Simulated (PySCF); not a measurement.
Species: C₆H₉ (doublet state).
Cartesian coordinates in Å at the GFN2-xTB level; atoms count from 1:
```xyz
15
C6H9 angstrom
C      1.923   -0.526    0.187
C      0.724    0.313    0.030
C      0.326    1.592    0.403
C     -0.938    1.469   -0.150
C     -0.635    0.054   -0.617
C     -1.473   -1.056   -0.002
H      2.275   -0.880   -0.785
H      1.698   -1.412    0.787
H      2.722    0.030    0.672
H      0.826    2.391    0.923
H     -1.808    2.089   -0.219
H     -0.597   -0.061   -1.704
H     -1.042   -2.029   -0.232
H     -2.487   -1.026   -0.395
H     -1.516   -0.940    1.079
```

As a line formula: `C[C]1C=C[C@@H]1C` [radical].

Computed with UKS B3LYP, pcH-1 on C H, non-relativistic, mean-field spin-orbit, GIAO (PySCF). Isolated species at its GFN2-xTB geometry, gas phase. A GFN2-xTB geometry isn't a minimum of the functional, and hyperfine couplings can be far from their values at a DFT geometry. Stability of the SCF solution: not tested. ⟨S²⟩ is 0.776 where a pure state has 0.75.

(1) The isotropic 1H couplings, averaged over equivalent nuclei, are +52.2, -46.2, +13.9, +9.8, +2.9 MHz. Assign them to H7/H8/H9; H10; H11; H12; H13/H14/H15.

Answers

(1) 
```tsv
site	a_iso (MHz)	ρ(0) (bohr⁻³)	position	distance from C4 (Å)	bound to	spin population there	largest |T| (MHz)
H7/H8/H9	+52.2	+0.0117	2 bonds from C2	4.02	C1	-0.06	6.3
H10	+9.8	+0.0022	2 bonds from C4, on C3 of spin population -0.25	2.26	C3	-0.25	4.3
H11	-46.2	-0.0103	1 bond from C4	1.07	C4	+0.69	26.9
H12	+13.9	+0.0031	2 bonds from C4	2.21	C5	-0.08	6.2
H13/H14/H15	+2.9	+0.0007	3 bonds from C2	3.07	C6	+0.01	4.4
```

ρ(0) is the spin density at the nucleus and T the dipolar tensor; entries for several nuclei are means. The largest Mulliken spin populations are on C4 (+0.69), C2 (+0.64), C3 (-0.25) and C5 (-0.08). The angles at C4 add up to 360.0°, so it is planar; its axial dipolar tensor and the negative coupling of its proton fit spin in a p orbital normal to that plane. Main spin sites, with 60 % or more of the largest population: C2, C4; positions count bonds from the nearest.

Means are taken over nuclei equivalent by connectivity, which assumes that they swap fast. The three 1H nuclei of mean +52.2 MHz run from 2.8 to 82.2 MHz in the frozen geometry. The three 1H nuclei of mean +2.9 MHz run from -0.7 to 5.1 MHz in the frozen geometry.

On one thread, Arm Neoverse V1 (aarch64), no GPU (shared host), this took 45 s (with the writing of density and orbital grids) and 0.95 GiB of memory at its peak.
